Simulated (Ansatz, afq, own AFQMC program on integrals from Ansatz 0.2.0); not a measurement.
Two steps: Ansatz 0.2.0 writes the Fock matrix and Cholesky factors of the valence space, and afq projects on them the lowest state that overlaps trial and start.

```yaml
crystal:
  periodic: [false, false, false]
  atoms:
    - {symbol: Ge, position_ang: [0.000071, 0.000081, -0.000039]}
    - {symbol: H, position_ang: [1.150152, -0.757675, 0.681800]}
    - {symbol: H, position_ang: [-1.241000, -0.030032, 0.905767]}
    - {symbol: H, position_ang: [-0.329766, -0.670327, -1.342992]}
    - {symbol: H, position_ang: [0.420552, 1.457952, -0.244545]}
basis:
  gaussian: {orbitals: def2-TZVP}
total_charge: 1
magnetization: {spin_polarized: true, initial_magnetization: 1}
correlation: {method: ccsd_t, electrons: outside_noble_gas, hamiltonian_folder: ham}
```

```sh
$ ansatz run in.yaml --threads 1 --pin off --events-out ev --progress --plain --max-ram 16896MiB --backend cuda --devices 0, --max-vram 18GiB
```

afq runs on the folder ham with

```
--method phaseless --trial cisd --walkers 4000 --populations 20 --least-time 60 --time-step 0.005 --steps-per-block 50 --equilibration-blocks 28 --max-blocks 4000 --target-error 0.00016 --factor-cut 1e-05 --start spin_pure --seed 1883 --release-times 0.24,0.51,0.99,1.62,2.4 --release-step 0.03 --release-every 3 --taylor-order 6
```

Times are imaginary, in 1/Eh. The walk had a cap of 192 s. With eight or more populations the least sampling time is a fifth of least-time, and the error comes from their spread. Filled inner d shells are frozen with the cores.

afq prints:

```
orbitals 58  electrons 4 3  factors 463 of 527
reference energy -2077.25060424 Eh
CCSD correlation -0.13118740 Eh in 11 cycles, weight of the determinant in the CISD state 0.9169
energy of the start -2077.381636 Eh
 block  time / (1/Eh)  mean weight  energy / Eh
     1     0.250  1.0000  -2077.381012
     2     0.500  1.0000  -2077.381626
     3     0.750  0.9999  -2077.382390
     4     1.000  0.9999  -2077.383125
     5     1.250  0.9998  -2077.383836
    12     3.000  1.0000  -2077.385471
    19     4.750  0.9999  -2077.385558
    26     6.500  1.0000  -2077.385902
    33     8.250  0.9999  -2077.385561
    40    10.000  1.0000  -2077.385188
    47    11.750  0.9996  -2077.385163
    54    13.500  0.9998  -2077.385152
    61    15.250  1.0001  -2077.385404
    68    17.000  1.0001  -2077.384829
    75    18.750  1.0000  -2077.385161
    78    19.500  0.9999  -2077.385191
error from the spread of 20 populations
released: time / (1/Eh)  energy / Eh  error  mean overlap
  0.24  -2077.385533  0.000076  0.9960
  0.51  -2077.385645  0.000054  0.9962
  0.99  -2077.385845  0.000065  0.9909
  1.62  -2077.386023  0.000035  0.9914
  2.40  -2077.425641  0.039606  0.9819
energy -2077.385274 +/- 0.000059 Eh
(rows thinned)
```

The run passed its tests (sampling time, drift between the halves within three errors, error under three times the target), which doesn't prove that it has relaxed. The second half of the sampling lies above the first by 1.5 errors of their difference, so the energy may still be moving and its error bar be too small.

Against this walk (error 1.6 meV) on the same determinant: CCSD(T) 6.6 meV higher, CCSDT(Q) 21.5 meV lower. The error is statistical and leaves out the bias of the constraint. The released energies are still falling (meV from the phaseless value at times in 1/Eh: -7.1 ± 2.1 at 0.24, -10.1 ± 1.5 at 0.51, -15.5 ± 1.8 at 0.99, -20.4 ± 1.0 at 1.62, -1098 ± 1078 at 2.40), so they give no level; they do show a bias of the constraint, and the last of them that isn't too noisy lies 1 meV above CCSDT(Q). CCSDT(Q) is the surest value here, so the walk's 22 meV above it is most likely the bias of the constraint with this trial, which can have either sign.

Cautions: constraint bias not in the error; no relativity below Rb; no spin-orbit coupling; inner d shell frozen.

The walk took 58 s on 1 × NVIDIA H100 80GB HBM3 with 2 threads of AMD EPYC 7R13 Processor (Zen 3), on a shared host (the card was shared). The log's last line is the phaseless energy.

CCSDT and higher add their correlation energy to the determinant of the CCSD(T) run, since their own runs factorise the integrals more tightly (a shift of under 2 meV).
